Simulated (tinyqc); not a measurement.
Inside a calculation. Method: Pariser-Parr-Pople SCF with singles CI, for the molecule C=C1C=C1 (SMILES; centres numbered as the heavy atoms are written). One step of it, computed by the program tinyqc.

Task: Iteration 2: orbitals and new P. Diagonalise F (the basis is taken as orthonormal) and form P = 2 sum c c over the lowest orbitals; 0.3 of the old P is kept.

F (eV), lower triangle:
```
           1C         2C         3C         4C
1C  -7.038206
2C  -4.982009  -6.640220
3C   0.688319  -3.524921  -7.438289
4C   0.688319  -3.524921  -5.110647  -7.438289
```

pi electrons, sum of z_r less the charge = 4

P after iteration 1, lower triangle:
```
           1C        2C        3C        4C
1C   1.389072
2C   0.816884  0.903471
3C  -0.296293  0.399489  0.853729
4C  -0.296293  0.399489  0.853729  0.853729
```

Give: orbital energies; P after iteration 2.

Result:

orbital energies (eV): -15.7752  -10.1687  -2.3276  -0.2834

P after iteration 2, lower triangle:
```
         1C      2C      3C      4C
1C   1.3311
2C   0.8481  0.9223
3C  -0.2894  0.3689  0.8733
4C  -0.2894  0.3689  0.8733  0.8733
```
